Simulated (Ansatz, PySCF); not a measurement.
This PySCF input computes a CCSD(T)/cc-pVDZ energy:

```python
from pyscf import gto, scf, mp, cc as ccmod

mol = gto.M(
    atom='''
    C     0.00176673    0.00714570    0.88419070
    C     0.04670761   -0.65758549   -0.40958024
    C     0.05610059    0.65012942   -0.42016747
    H    -0.79093572    0.01888418    1.63082063
    H     0.07046944   -1.57805318   -0.96603229
    H     0.09301667    1.56103119   -0.99144626
    ''',
    basis='cc-pvdz',
    charge=0,
    spin=1,
    verbose=4,
)

mf = scf.UHF(mol)
mf.conv_tol = 1e-10
mf.max_cycle = 100
mf.kernel()
mo, _, stable, _ = mf.stability(return_status=True)
if not stable:
    mf.kernel(mf.make_rdm1(mo, mf.mo_occ))
mp2 = mp.MP2(mf, frozen=3).run()
cc = ccmod.CCSD(mf, frozen=3)
cc.max_cycle = 100
cc.kernel()
et = cc.ccsd_t()
print(f'E(CCSD(T)) = {cc.e_tot + et:.9f}')
```

Problem. Write an input for the same energy in Ansatz (a program for electronic structure) and say what it gives.

Solution. 
Ansatz 0.2 input:
```yaml
crystal:
  periodic: [false, false, false]
  atoms:
    - {symbol: C, position_ang: [0.00176673, 0.00714570, 0.88419070]}
    - {symbol: C, position_ang: [0.04670761, -0.65758549, -0.40958024]}
    - {symbol: C, position_ang: [0.05610059, 0.65012942, -0.42016747]}
    - {symbol: H, position_ang: [-0.79093572, 0.01888418, 1.63082063]}
    - {symbol: H, position_ang: [0.07046944, -1.57805318, -0.96603229]}
    - {symbol: H, position_ang: [0.09301667, 1.56103119, -0.99144626]}
basis:
  gaussian:
    orbitals: cc-pVDZ
magnetization: {spin_polarized: true, initial_magnetization: 1}
correlation: {method: ccsd_t, electrons: outside_noble_gas}
```
It gives -115.61460 Eh, and PySCF -115.61460 Eh, a difference of 0.00 mEh.

It need not be the lowest isomer of its formula.
